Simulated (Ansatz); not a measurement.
Reactions of `OC(F)=C(F)F`.

Computed with Ansatz on PBE0-D4/def2-TZVP structures; ΔE is electronic, products minus reactants. CCSD(T)/CBS adds triple-zeta CCSD(T) − MP2 to the extrapolated MP2 energy (def2 sets, frozen cores). This one scheme is used for every species, atoms too. DFT in def2-TZVPP. No spin–orbit coupling; open shells (•) take unrestricted orbitals. Spin–orbit coupling would lower the free atoms: a little for C, F, O. Each species was taken in one conformer, which may not be the lowest.

```csv
reaction,ωB97X-V (eV)
`OC(F)=C(F)F` → 2 C• + 3 F• + H• + O•,29.83
`OC(F)=C(F)F` + HCl → `FC(F)=C(F)Cl` + H₂O,0.12
`OC(F)=C(F)F` + H–F → `FC(F)=C(F)F` + H₂O,0.20
`OC(F)=C(F)F` → `FC1OC1(F)F`,-0.34
`OC(F)=C(F)F` + H₂ → `OC=C(F)F` + H–F,-0.96
```

(1) Give the CCSD(T)/CBS values in the same order. (Estimate.)

Largest T1 diagnostic: 0.013, for `FC1OC1(F)F`.

Answers

(1) Ansatz gave: 29.67, 0.04, 0.24, -0.20, -1.14 eV.
